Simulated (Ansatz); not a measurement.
# CHFO (formyl fluoride): levels of theory compared

We compute a comparison of 6 runs (B3LYP/STO-3G, HSE06/STO-3G, PBE/STO-3G, SVWN5/STO-3G, r2SCAN/STO-3G, UCCSD(T)/STO-3G) of CHFO (formyl fluoride). 

The calculation is run with Ansatz 0.2.0.

73 further runs of the same task are left out: 73 set aside as unsound or not needed.

## 1. The system as given

The species is CHFO (4 atoms), meant as a singlet with charge 0. SMILES: `O=CF`. The H4–C2 distance was set to 2.745 Å, away from the relaxed value. At this shape a bond of the SMILES string is far longer than usual.

Bond lengths: O1–C2 1.171 Å, C2–F3 1.341 Å. Angles: O1–C2–F3 122.3°.

## 2. The energy at B3LYP/STO-3G (run 1)

molecule.yaml reads:

```yaml
crystal:
  periodic: [false, false, false]
  atoms:
    - {symbol: O, position_ang: [-1.496876, -0.926255, 1.871734]}
    - {symbol: C, position_ang: [-0.656936, -1.048935, 1.064684]}
    - {symbol: F, position_ang: [-0.022826, -2.213135, 0.860404]}
    - {symbol: H, position_ang: [0.355050, 0.821510, -0.671560]}
basis:
  gaussian: {orbitals: STO-3G}
hamiltonian: {xc: {name: B3LYP}}
accuracy: high
```

The run is started by

```sh
ansatz run molecule.yaml --threads 1 --pin off --max-ram 2610MiB --events-out events.jsonl --progress --plain --runs-dir runs
```

What it wrote:

```text
Warning: RAYON_NUM_THREADS=1 ignored (pool sized by the plan → 1); use --threads N
Functional definition: B3LYP
  name "B3LYP"
  parameter a0 = 0.2
  parameter ax = 0.72
  parameter ac = 0.81
  exchange = (1 - a0 - ax)*slater_x + ax*b88_x + a0*exact_x
  correlation = (1 - ac)*vwn_rpa_c + ac*lyp_c
273 factors; integrals over basis functions are off by at most 3.4e-8 eV
mean field evaluation 1: about -5720.0969 eV, gradient 3.0e1 eV
mean field evaluation 2: about -5710.4405 eV, gradient 5.6e1 eV
mean field evaluation 4: about -5720.0626 eV, gradient 1.8e1 eV
mean field evaluation 8: about -5728.8015 eV, gradient 6.2e-4 eV
mean field -5728.80146775 eV, -210.5295708186 hartree, gradient 1.6e-8 eV, S^2 0.000000; 0 other end points of the search recorded, 0 dependent functions left out
reference -5728.80148830 eV, -210.5295715741 hartree; 12, 12 occupied and 4, 4 virtual orbitals, 273 factors
Total energy: -5728.80148830 eV, -210.5295715741 hartree
```

It took 0.87 s on 1 thread of Arm Neoverse V1, shared host.

## 3. The energy at HSE06/STO-3G (run 2)

run.yaml reads:

```yaml
crystal:
  periodic: [false, false, false]
  atoms:
    - {symbol: O, position_ang: [-1.496876, -0.926255, 1.871734]}
    - {symbol: C, position_ang: [-0.656936, -1.048935, 1.064684]}
    - {symbol: F, position_ang: [-0.022826, -2.213135, 0.860404]}
    - {symbol: H, position_ang: [0.355050, 0.821510, -0.671560]}
basis:
  gaussian:
    orbitals: STO-3G
hamiltonian:
  xc: hse06
accuracy: high
```

The run is started by

```sh
ansatz run run.yaml --threads 1 --pin off --max-ram 2610MiB --events-out events.jsonl --progress --plain --runs-dir runs
```

What it wrote:

```text
Warning: RAYON_NUM_THREADS=1 ignored (pool sized by the plan → 1); use --threads N
Functional definition: HSE06
  name "HSE06"
  parameter a = 0.25
  parameter omega = 0.11/bohr
  exchange = pbe_x - a*pbe_x_sr(omega) + a*exact_x_sr(omega)
  correlation = pbe_c
273 factors; integrals over basis functions are off by at most 3.4e-8 eV
46 factors; integrals over basis functions are off by at most 2.9e-10 eV
mean field evaluation 1: about -5715.2349 eV, gradient 2.9e1 eV
mean field evaluation 2: about -5706.0776 eV, gradient 5.3e1 eV
mean field evaluation 4: about -5714.4507 eV, gradient 1.7e1 eV
mean field evaluation 8: about -5723.5557 eV, gradient 3.0e-4 eV
mean field -5723.55571462 eV, -210.3367929468 hartree, gradient 1.4e-8 eV, S^2 0.000000; 0 other end points of the search recorded, 0 dependent functions left out
reference -5723.55571583 eV, -210.3367929915 hartree; 12, 12 occupied and 4, 4 virtual orbitals, 273 factors
Total energy: -5723.55571583 eV, -210.3367929915 hartree
```

Run time: 1.1 s. Hardware: 1 thread of Arm Neoverse V1, shared host.

## 4. A single-point energy at PBE/STO-3G (run 3)

input.yaml reads:

```yaml
crystal:
  periodic: [false, false, false]
  atoms:
    - {symbol: O, position_ang: [-1.496876, -0.926255, 1.871734]}
    - {symbol: C, position_ang: [-0.656936, -1.048935, 1.064684]}
    - {symbol: F, position_ang: [-0.022826, -2.213135, 0.860404]}
    - {symbol: H, position_ang: [0.355050, 0.821510, -0.671560]}
basis:
  gaussian: {orbitals: STO-3G}
magnetization: {spin_polarized: false}
hamiltonian: {xc: {name: PBE}}
accuracy: high
```

The run is started by

```sh
ansatz run input.yaml --threads 1 --pin off --max-ram 2610MiB --events-out events.jsonl --progress --plain --runs-dir runs
```

What it wrote:

```text
Warning: RAYON_NUM_THREADS=1 ignored (pool sized by the plan → 1); use --threads N
Functional definition: PBE
  name "PBE"
  parameter kappa = 0.804
  parameter beta = 0.06672455060314922
  exchange = pbe_x(kappa = kappa, mu = beta*pi^2/3)
  correlation = pbe_c(beta = beta)
273 factors; integrals over basis functions are off by at most 3.4e-8 eV
mean field evaluation 1: about -5714.6282 eV, gradient 2.7e1 eV
mean field evaluation 2: about -5700.0111 eV, gradient 7.1e1 eV
mean field evaluation 4: about -5713.7542 eV, gradient 1.5e1 eV
mean field evaluation 8: about -5724.0673 eV, gradient 1.9e-1 eV
mean field -5724.06744871 eV, -210.3555988277 hartree, gradient 2.1e-8 eV, S^2 0.000000; 0 other end points of the search recorded, 0 dependent functions left out
reference -5724.06744992 eV, -210.3555988723 hartree; 12, 12 occupied and 4, 4 virtual orbitals, 273 factors
Total energy: -5724.06744992 eV, -210.3555988723 hartree
```

Wall time 0.85 s (1 thread of Arm Neoverse V1, shared host).

Runs 4 to 5 aren't shown in full; the table further down has their settings and results.

## 5. The energy at UCCSD(T)/STO-3G (run 6)

run.yaml: that of step 3 with these lines changed.

```diff
@@ -1 +1,4 @@
+basis:
+  gaussian:
+    orbitals: STO-3G
 crystal:
@@ -7,7 +10,9 @@
     - {symbol: H, position_ang: [0.355050, 0.821510, -0.671560]}
-basis:
-  gaussian:
-    orbitals: STO-3G
-hamiltonian:
-  xc: hse06
+magnetization:
+  spin_polarized: true
+correlation:
+  method: ccsd_t
+  frozen_orbitals: {C: 1, F: 1, H: 0, O: 1}
 accuracy: high
+scf:
+  omitted_lower_state_checks: [cluster_reference, increment]
```

The run is started by

```sh
ansatz run run.yaml --threads 1 --pin off --max-ram 2610MiB --events-out events.jsonl --progress --plain --runs-dir runs
```

What it wrote, shortened:

```text
Warning: RAYON_NUM_THREADS=1 ignored (pool sized by the plan → 1); use --threads N
Functional definition: HF
  name "HF"
[...]
273 factors; integrals over basis functions are off by at most 3.4e-8 eV
[...]
mean field -5705.60003072 eV, -209.6769337344 hartree, gradient 4.5e-8 eV, S^2 1.044957; 9 other end points of the search recorded, 0 dependent functions left out
3 core orbitals not correlated: weight in the atoms' cores, before any rotation towards them, 1.000 or more for the frozen orbitals, at most 0.000 for the correlated occupied ones
reference -5705.60003072 eV, -209.6769337344 hartree; 9, 9 occupied and 4, 4 virtual orbitals, 273 factors
second order -3.49961272 eV of doubles, -0.00000000 eV of singles
cycle   1  -3.62546130 eV  change   -1.3e-1 eV  update   9.7e-2
[...]
cycle  32  -4.00869027 eV  change  -1.6e-10 eV  update   2.0e-9
perturbative correction -0.20610147 eV, -0.0075740895 hartree
Total energy: -5709.81482246 eV, -209.8318244740 hartree
Checks for a lower state left out: cluster_reference, increment
```

It took 0.48 s on 1 thread of Arm Neoverse V1, shared host.

## 6. All runs side by side

```csv
run,level,frozen core orbitals,energy (Eh),wall time
1,B3LYP/STO-3G,–,-210.529572,0.87 s
2,HSE06/STO-3G,–,-210.336793,1.1 s
3,PBE/STO-3G,–,-210.355599,0.85 s
4,SVWN5/STO-3G,–,-209.009765,0.57 s
5,r2SCAN/STO-3G,–,-210.493056,2 s
6,UCCSD(T)/STO-3G,3,-209.831824,0.48 s
```

## 7. Summary of results

| quantity | value |
| --- | --- |
| run 6: total energy | -209.83182 Eh |
| run 6: correlation energy (3 core orbitals frozen) | -154.9 mEh |
| run 6: (T) correction | -7.57 mEh |
| run 6: ⟨S²⟩ of the reference determinant | 1.045 |
| run 6: T1 diagnostic | 0.027 |

Totals of different functionals can't be ranked against each other. In runs 1, 2, 3, 4, 5, 6 the basis is minimal, so the values are rough. In runs 1, 2, 3, 4, 5 a closed-shell determinant meets a far-stretched bond, which it describes badly. Spin contamination of the reference: run 6 ⟨S²⟩ = 1.04. Where it is this large, the reference is a mixture of spin states, and values that rest on it are in doubt. All runs together took 5.8 s, the longest 2 s.
